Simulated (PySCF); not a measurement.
Compound: C4H5F.
SMILES: `FCC1=CC1`

Torsions of this conformer, `[F:1][CH2:2][C:3]1=[CH:4][CH2:5]1`: F1–C2–C3–C4 0°.

The closed-shell ground state was solved at several levels (PySCF, density fitting, gas phase, non-relativistic). The structure is a single GFN2-xTB conformer in the gas phase; no vibrational or solvent corrections.

```csv
level,basis functions,HOMO (eV),LUMO (eV),gap (eV),dipole (D)
wB97X-D/def2-SVPD,143,-9.08,1.89,10.97,1.39
B3LYP/pcJ-1,185,-6.99,-0.10,6.89,1.34
```

Estimate the row for PBE0/pcSseg-1, a basis of 110 functions; the other rows only guide the guess.

HOMO -7.21 eV, LUMO 0.13 eV, gap 7.34 eV, dipole 1.34 D.

Over all these levels, which gives the widest orbital gap and which the narrowest?

wB97X-D/def2-SVPD (range-separated hybrid) has the widest, 10.97 eV, and B3LYP/pcJ-1 (global hybrid, 20 % exact exchange) the narrowest, 6.89 eV. Functional and basis both differ between the two, so the spread mixes both effects.

How far do the dipole and the HOMO energy spread over the levels?

The dipole runs from 1.34 to 1.39 D (mean 1.36 D) and the HOMO from -9.08 to -6.99 eV.
